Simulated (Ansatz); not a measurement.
# PNH2+ (doublet): wave-function methods side by side, def2-TZVPP

An exercise on one series of results from a longer session: the logs are not shown, and one member is left open.

Program: Ansatz 0.2.0, Gaussian basis. Level of theory: def2-TZVPP, core rule «outside noble gas», up to 6 orbitals frozen. These are calculated values, not measurements.

The runs, in order: UHF; ROHF; CCSD(T) on UHF.

2 further runs of the same task are left out: 2 set aside as unsound or not needed.

### The system

The geometry is a PBE0/def2-TZVP stationary point (not a proven minimum) of the parent state, kept for this charge and spin.

4 atoms, charge 1, spin multiplicity 2.

Atoms are counted from 1 here; the program's logs count them from 0.

Bond lengths: N1–P2 1.628 Å, N1–H3 1.013 Å, N1–H4 1.013 Å. Angles: P2–N1–H3 123.6°, P2–N1–H4 123.6°, H3–N1–H4 112.8°.

Set-up of the first run:

in.yaml reads:

```yaml
crystal:
  periodic: [false, false, false]
  atoms:
    - {symbol: N, position_ang: [0.000000, 0.000000, 1.048831]}
    - {symbol: P, position_ang: [0.000000, 0.000000, -0.579049]}
    - {symbol: H, position_ang: [0.000000, 0.843898, 1.609559]}
    - {symbol: H, position_ang: [0.000000, -0.843898, 1.609559]}
basis:
  gaussian: {orbitals: def2-TZVPP}
total_charge: 1
magnetization: {spin_polarized: true, initial_magnetization: 1}
hamiltonian: {xc: hf}
output: {orbitals: {seedname: orbitals}}
```

Command:

```console
ansatz run in.yaml --threads 1 --pin off --events-out ev --progress --plain --max-ram 4096MiB --backend cpu
```

Among the steps run: UHF; ROHF; CCSD(T) on UHF.

One of the session's tables, all rows but one given; the rest of the session is left out.

```
  method  from UCCSD(T) (kcal/mol)
    ROHF                   +223.55
     UHF                         ?
    UMP2                    +25.68
   UCCSD                     +9.48
UCCSD(T)                         0
```

**Question.** Estimate the row for UHF.

**Answer.** from UCCSD(T) (kcal/mol): +219.12. In the column «from UCCSD(T) (kcal/mol)» it lies between UMP2 (+25.68) and ROHF (+223.55).
